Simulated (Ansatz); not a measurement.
Input file:

```yaml
crystal:
  periodic: [false, false, false]
  atoms:
    - {symbol: Cr, position_ang: [0.035336, -0.000193, 0.524021]}
    - {symbol: N, position_ang: [-0.129539, 0.008181, -1.624500]}
    - {symbol: H, position_ang: [-0.052918, 0.799963, -2.237984]}
    - {symbol: H, position_ang: [0.030190, -0.903718, -2.219770]}
basis:
  gaussian: {orbitals: def2-SVP}
total_charge: 1
magnetization: {spin_polarized: false, initial_magnetization: 6}
correlation: {method: ccsdt_q, electrons: outside_noble_gas}
```

```sh
$ ansatz run in.yaml --threads 1 --pin off --events-out ev --progress --plain --max-ram 2393MiB
```

The program prints:

```
1103 factors; integrals over basis functions are off by at most 1.8e-7 eV
mean field evaluation 1: about -29889.9255 eV, gradient 3.1e1 eV
mean field evaluation 2: about -29890.0080 eV, gradient 3.1e1 eV
mean field evaluation 4: about -29890.5401 eV, gradient 8.9e0 eV
mean field evaluation 8: about -29891.3121 eV, gradient 1.3e0 eV
mean field evaluation 16: about -29892.2558 eV, gradient 7.4e0 eV
mean field evaluation 32: about -29891.3203 eV, gradient 6.7e-1 eV
mean field evaluation 64: about -29891.5716 eV, gradient 4.1e0 eV
mean field evaluation 96: about -29891.2005 eV, gradient 1.7e0 eV
mean field evaluation 128: about -29891.3008 eV, gradient 2.0e-1 eV
mean field evaluation 160: about -29891.3143 eV, gradient 1.3e-3 eV
...
mean field -29892.67991601 eV, -1098.5357249270 hartree, gradient 1.5e-6 eV, S^2 12.000000; 6 other end points of the search recorded, 0 dependent functions left out
...
determinant -29892.67991601 eV, -1098.5357249270 hartree, with singles and doubles -29898.87137094 eV, -1098.7632566990 hartree
determinant -29891.31428485 eV, -1098.4855389079 hartree, with singles and doubles -29896.83720585 eV, -1098.6885025108 hartree
determinant -29891.24549931 eV, -1098.4830110858 hartree, with singles and doubles -29896.75088429 eV, -1098.6853302520 hartree
10 core orbitals not correlated: weight in the atoms' cores, before any rotation towards them, 0.999 or more for the frozen orbitals, at most 0.000 for the correlated occupied ones
reference -29892.67991601 eV, -1098.5357249270 hartree; 9, 3 occupied and 36, 42 virtual orbitals, 1103 factors
second order -5.45202861 eV of doubles, -0.07670613 eV of singles
...
cycle  10  -6.33437078 eV  change    4.3e-4 eV  update   1.9e-4
cycle  11  -6.33448187 eV  change   -1.1e-4 eV  update   1.0e-4
cycle  12  -6.33447100 eV  change    1.1e-5 eV  update   5.0e-5
cycle  13  -6.33451730 eV  change   -4.6e-5 eV  update   2.6e-5
cycle  14  -6.33452598 eV  change   -8.7e-6 eV  update   1.5e-5
cycle  15  -6.33451394 eV  change    1.2e-5 eV  update   7.9e-6
cycle  16  -6.33451126 eV  change    2.7e-6 eV  update   4.8e-6
cycle  17  -6.33451084 eV  change    4.2e-7 eV  update   2.6e-6
cycle  18  -6.33451123 eV  change   -4.0e-7 eV  update   1.6e-6
cycle  19  -6.33451226 eV  change   -1.0e-6 eV  update   9.9e-7
perturbative correction -0.00416614 eV, -0.0001531029 hartree
Total energy: -29899.01859441 eV, -1098.7686670618 hartree
```

Ran on 1 thread of Intel Xeon, shared host: 95 s wall, 0.78 GiB peak host memory.
